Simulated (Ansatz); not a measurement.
# BCl (SMILES [B]Cl) at HSE06/def2-TZVPPD

What is the vertical ionisation energy of BCl at HSE06/def2-TZVPPD? 

Program for the calculation: Ansatz 0.2.0.

40 further runs of the same task are left out: 40 set aside as unsound or not needed.

**1. Starting point**

BCl has 2 atoms, charge 0, and is taken as a singlet. As SMILES, `[B]Cl`. The shape is that of a PBE0-D4/def2-TZVP optimisation.

Bond lengths: B1–Cl2 1.718 Å.

**2. The energy at HSE06/def2-TZVPPD**

in.yaml reads:

```yaml
crystal:
  periodic: [false, false, false]
  atoms:
    - {symbol: B, position_ang: [-0.000000, -0.000000, -0.069660]}
    - {symbol: Cl, position_ang: [0.000000, 0.000000, 1.648190]}
basis:
  gaussian:
    orbitals: def2-TZVPPD.json
hamiltonian:
  xc: {name: HSE06}
accuracy: high
output: {orbitals: {seedname: orbitals}}
```

The basis set def2-TZVPPD is read from a file made from the Basis Set Exchange's data (not shown).

The run is started by

```
$ ansatz run in.yaml --threads 1 --pin off --max-ram 3480MiB --events-out events.jsonl --progress --plain --runs-dir runs
```

The log of the run:

```text
Warning: RAYON_NUM_THREADS=1 ignored (pool sized by the plan → 1); use --threads N
Functional definition: HSE06
  name "HSE06"
  parameter a = 0.25
  parameter omega = 0.11/bohr
  exchange = pbe_x - a*pbe_x_sr(omega) + a*exact_x_sr(omega)
  correlation = pbe_c
1174 factors; integrals over basis functions are off by at most 3.0e-9 eV
102 factors; integrals over basis functions are off by at most 1.2e-9 eV
mean field evaluation 1: about -13191.7960 eV, gradient 1.1e1 eV
mean field evaluation 2: about -13191.7229 eV, gradient 1.3e1 eV
mean field evaluation 4: about -13192.1493 eV, gradient 5.2e-1 eV
mean field evaluation 8: about -13192.1486 eV, gradient 2.7e-2 eV
mean field evaluation 16: about -13192.1486 eV, gradient 1.9e-7 eV
mean field -13192.14860373 eV, -484.8025192275 hartree, gradient 8.3e-9 eV, S^2 0.000000; 0 other end points of the search recorded, 0 dependent functions left out
reference -13192.14860731 eV, -484.8025193591 hartree; 11, 11 occupied and 77, 77 virtual orbitals, 1174 factors
Total energy: -13192.14860731 eV, -484.8025193591 hartree
```

It took 3.3 s on 1 thread of Arm Neoverse V1, shared host; peak memory 0.17 GiB.

**3. The doublet cation**

molecule.yaml reads:

```yaml
crystal:
  periodic: [false, false, false]
  atoms:
    - {symbol: B, position_ang: [-0.000000, -0.000000, -0.069660]}
    - {symbol: Cl, position_ang: [0.000000, 0.000000, 1.648190]}
basis:
  gaussian: {orbitals: def2-TZVPPD.json}
total_charge: 1
magnetization: {spin_polarized: true, initial_magnetization: 1}
hamiltonian: {xc: hse06}
accuracy: high
output: {orbitals: {seedname: orbitals}}
```

The basis set def2-TZVPPD is read from a file made from the Basis Set Exchange's data (not shown).

The run is started by

```
$ ansatz run molecule.yaml --threads 1 --pin off --max-ram 3480MiB --events-out events.jsonl --progress --plain --runs-dir runs
```

The log of the run (excerpt; [...] marks lines left out):

```text
Warning: RAYON_NUM_THREADS=1 ignored (pool sized by the plan → 1); use --threads N
[... 6 set-up lines as earlier in the session ...]
1174 factors; integrals over basis functions are off by at most 3.0e-9 eV
102 factors; integrals over basis functions are off by at most 1.2e-9 eV
mean field evaluation 1: about -13178.3703 eV, gradient 2.7e1 eV
mean field evaluation 2: about -13156.7092 eV, gradient 7.0e1 eV
mean field evaluation 4: about -13182.0620 eV, gradient 4.0e0 eV
mean field evaluation 8: about -13182.2259 eV, gradient 1.2e-1 eV
mean field evaluation 16: about -13182.2260 eV, gradient 8.9e-5 eV
mean field -13182.22602449 eV, -484.4378711663 hartree, gradient 1.4e-8 eV, S^2 0.758747; 0 other end points of the search recorded, 0 dependent functions left out
reference -13182.22602940 eV, -484.4378713466 hartree; 11, 10 occupied and 77, 78 virtual orbitals, 1174 factors
Total energy: -13182.22602940 eV, -484.4378713466 hartree
```

It took 6.3 s on 1 thread of Arm Neoverse V1, shared host; peak memory 0.22 GiB.

**4. Outcome**

Level: HSE06/def2-TZVPPD.

```
                                          quantity          value
                         singlet BCl: total energy  -484.80252 Eh
                          singlet BCl: HOMO energy       -7.07 eV
                          singlet BCl: LUMO energy       -2.33 eV
                        singlet BCl: HOMO–LUMO gap        4.75 eV
                      doublet cation: total energy  -484.43787 Eh
doublet cation: HOMO energy (highest over α and β)      -17.34 eV
 doublet cation: LUMO energy (lowest over α and β)      -12.49 eV
                              doublet cation: ⟨S²⟩          0.759
vertical ionisation energy (to the doublet cation)       9.923 eV
```

Removing an electron at fixed nuclei costs 9.92 eV (229 kcal/mol). The negative HOMO energy of the first species, 7.07 eV, lies 2.85 eV below that difference.
